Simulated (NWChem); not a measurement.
Species: SiH2, triplet; SMILES [SiH2]

```xyz
3

Si     0.0000     0.0000     0.1344
H      1.2873     0.0000    -0.6232
H     -1.2873     0.0000    -0.6232
```
Atoms are numbered in this order, from 1.

Computed with NWChem. Spin-unrestricted. In the optimisation the excess spin sits in a1 and b2 (C2v, its own frame). All runs use the structure optimised with PBE0/def2-SVP, spin-unrestricted. No stability test was run on the SCF state. Level: PBE0/def2-SVP with SMD (1 M gas to 1 M solution), gas-phase geometry. Reactions with the solvent are ignored.

```tsv
solvent	dielectric constant	solvation free energy (kcal/mol)	cavity-dispersion-structure term (kcal/mol)
water	78.4	0.8	1.1
N,N-dimethylformamide	37.2	-0.4	-0.1
acetonitrile	35.7	-0.6	-0.3
benzene	2.27	-1.0	-0.8
tetrahydrofuran	7.43	-0.7	-0.4
dimethyl sulfoxide	46.8	-0.1	0.2
```
